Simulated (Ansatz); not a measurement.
Input file:

```yaml
crystal:
  periodic: [false, false, false]
  atoms:
    - {symbol: Si, position_ang: [0.054491, -0.000297, 0.646913]}
    - {symbol: N, position_ang: [-0.110383, 0.008077, -1.067496]}
    - {symbol: H, position_ang: [-0.033763, -0.877153, -1.604827]}
    - {symbol: H, position_ang: [0.049346, 0.773189, -1.586613]}
basis:
  gaussian: {orbitals: STO-3G}
magnetization: {spin_polarized: false, initial_magnetization: 3}
hamiltonian: {xc: {name: r2SCAN}, pseudopotentials: {relativity: none}}
correlation: {method: bccd, electrons: outside_noble_gas}
accuracy: high
scf: {omitted_lower_state_checks: [cluster_reference]}
```

```sh
$ ansatz run in.yaml --threads 1 --pin off --events-out ev --progress --plain --max-ram 2393MiB
```

Output:

```
these checks for a lower state are left out or cut short: cluster_reference
265 factors; integrals over basis functions are off by at most 1.5e-8 eV
mean field evaluation 1: about -9279.8288 eV, gradient 1.3e1 eV
mean field evaluation 2: about -9279.8136 eV, gradient 1.3e1 eV
mean field evaluation 4: about -9279.9764 eV, gradient 8.0e0 eV
mean field evaluation 8: about -9280.2540 eV, gradient 4.1e0 eV
mean field evaluation 16: about -9280.3753 eV, gradient 1.4e-1 eV
mean field evaluation 32: about -9279.1088 eV, gradient 7.3e0 eV
mean field -9280.37537663 eV, -341.0475046267 hartree, gradient 1.8e-8 eV, S^2 3.750000; 3 other end points of the search recorded, 0 dependent functions left out
6 core orbitals not correlated: weight in the atoms' cores, before any rotation towards them, 1.000 or more for the frozen orbitals, at most 0.000 for the correlated occupied ones
reference -9259.85789317 eV, -340.2935010168 hartree; 7, 4 occupied and 3, 6 virtual orbitals, 265 factors
second order -1.52049252 eV of doubles, -0.14790041 eV of singles
cycle   1  -1.92510189 eV  change   -2.6e-1 eV  update   4.7e-2
cycle   2  -2.03947972 eV  change   -1.1e-1 eV  update   2.0e-2
cycle   3  -2.08165118 eV  change   -4.2e-2 eV  update   1.0e-2
cycle   4  -2.08071583 eV  change    9.4e-4 eV  update   6.5e-3
cycle   5  -2.08005654 eV  change    6.6e-4 eV  update   4.0e-3
cycle   6  -2.07976205 eV  change    2.9e-4 eV  update   1.7e-3
cycle   7  -2.07976823 eV  change   -6.2e-6 eV  update   4.6e-4
cycle   8  -2.07990396 eV  change   -1.4e-4 eV  update   1.8e-4
cycle   9  -2.07979535 eV  change    1.1e-4 eV  update   4.7e-5
cycle  10  -2.07981563 eV  change   -2.0e-5 eV  update   1.8e-5
cycle  11  -2.07981607 eV  change   -4.4e-7 eV  update   7.0e-6
cycle  12  -2.07981717 eV  change   -1.1e-6 eV  update   2.0e-6
cycle  13  -2.07981732 eV  change   -1.5e-7 eV  update   7.0e-7
cycle  14  -2.07981750 eV  change   -1.7e-7 eV  update   3.1e-7
cycle  15  -2.07981730 eV  change    2.0e-7 eV  update   1.4e-7
cycle  16  -2.07981731 eV  change   -1.1e-8 eV  update   6.3e-8
cycle  17  -2.07981733 eV  change   -2.5e-8 eV  update   2.6e-8
cycle  18  -2.07981735 eV  change   -1.6e-8 eV  update   1.3e-8
cycle  19  -2.07981722 eV  change    1.3e-7 eV  update   4.4e-8
cycle  20  -2.07981719 eV  change    2.1e-8 eV  update   1.6e-8
cycle  21  -2.07981719 eV  change    8.5e-9 eV  update   5.8e-9
cycle  22  -2.07981719 eV  change   5.4e-10 eV  update   2.3e-9
cycle  23  -2.07981719 eV  change   -1.8e-9 eV  update  9.4e-10
cycle  24  -2.07981719 eV  change  -1.7e-10 eV  update  3.4e-10
Total energy: -9261.93771035 eV, -340.3699328887 hartree
Checks for a lower state left out: cluster_reference
```

Ran on 1 thread of Arm Neoverse V2, shared host: 3.7 s wall, 0.19 GiB peak host memory.
